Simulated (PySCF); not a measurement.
**C3H3ClF: g tensor and hyperfine couplings**

C3H3ClF (doublet state).
Geometry (GFN2-xTB, Å), atoms numbered from 1 in this order:
```xyz
8
C3H3ClF angstrom
C     -1.2166   -0.0172   -0.0685
C      0.1176    0.4950    0.1200
C      1.3739    0.2539    0.1274
F      2.3611    1.1136    0.3744
Cl     2.0756   -1.3751   -0.2132
H     -1.7601   -0.0122    0.8759
H     -1.1874   -1.0443   -0.4488
H     -1.7551    0.5959   -0.7917
```

The species is `C/[C]=C(/F)Cl` [radical].

Level of theory: UKS B3LYP, pcH-1 on C Cl F H, non-relativistic, mean-field spin-orbit, GIAO in PySCF. Geometry: GFN2-xTB; no solvent, vibrations or thermal averaging. Couplings are sensitive to structure, and on GFN2-xTB geometries they can be far from those on DFT ones. Stability of the SCF solution: not tested.

| Item | Value |
| --- | --- |
| g1, g2, g3 | 1.99928, 2.00348, 2.00458 |
| g_iso | 2.00245 |
| Form of g | rhombic: the two nearest values differ by 21 % of g3 − g1 |
| ⟨S²⟩ | 0.7578 (exact 0.7500) |
| α and β electrons | 24, 23 |
| HOMO–LUMO gap, α and β orbitals | 7.38, 3.84 eV |
| Basis functions | 165 |

Isotropic coupling and dipolar principal values T1 to T3, in mT (MHz turned into mT with g_iso):

```
atom  isotope  a_iso  of which spin–orbit     T1     T2    T3  Mulliken spin population
  C1      13C  -0.28                 0.00  -0.13  -0.08  0.21                     -0.05
  C2      13C   7.64                -0.02  -2.84  -2.19  5.03                      0.94
  C3      13C  -0.29                 0.00  -0.72  -0.01  0.73                     -0.10
  F4      19F   3.97                -0.03  -2.91  -1.38  4.29                      0.02
 Cl5     35Cl   0.64                 0.03  -0.85  -0.78  1.64                      0.11
  H6       1H   0.75                 0.00  -0.20  -0.17  0.37                      0.01
  H7       1H   5.26                 0.00  -0.20  -0.06  0.26                      0.07
  H8       1H   1.63                 0.00  -0.21  -0.19  0.39                      0.02
```

Largest spin populations (Mulliken): C2 (+0.94), Cl5 (+0.11), C3 (-0.10) and H7 (+0.07). C2 is the only atom above +0.15.

Axes: g1 points within 14° of the C1–C2 bond and g2 points within 15° of the C3–Cl5 bond.

Under fast tumbling the dipolar parts average out, and these isotropic splittings remain: 1 × 19F (F4, I = 1/2, 2 lines) with 3.97 mT, 3 × 1H (H6/H7/H8, I = 1/2, 4 lines) with 2.55 mT and 1 × 35Cl (Cl5, I = 3/2, 4 lines) with 0.64 mT.

Nuclei that the bonding pattern makes equivalent are averaged, as if the motion that swaps them (rotation, inversion, ring flip) were fast. The three 1H nuclei of mean +71.4 MHz run from 21.0 to 147.5 MHz in the frozen geometry.

Main isotope only: 35Cl (natural samples also hold 24 % 37Cl, magnetic too, which adds its own pattern).

The 13C coupling of C2 (214.2 MHz) shows only in satellite lines or after enrichment, since that isotope makes up about 1.07 % of natural carbon.

On an Arm Neoverse V1 with one thread, shared host with 64 logical CPUs at a one-minute load of 28, this took 20 s of wall time (with the writing of density and orbital grids) and 0.63 GiB of memory at its peak.
